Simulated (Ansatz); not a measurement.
Name a neutral molecule of C, O and H with LUMO energy (B3LYP/def2-TZVPP) between 0.50 and 0.80 eV and HOMO energy (ωB97M-V/def2-TZVPP) between -9.65 and -9.35 eV (Ansatz, PBE0-D4/def2-TZVP geometry).

`CC1(C)COC1` (0.65 eV, -9.56 eV). Other molecules can fit too; these were computed, each in one conformer that needn't be the lowest.

B3LYP here is the variant with VWN-RPA as its local correlation; programs differ in this.
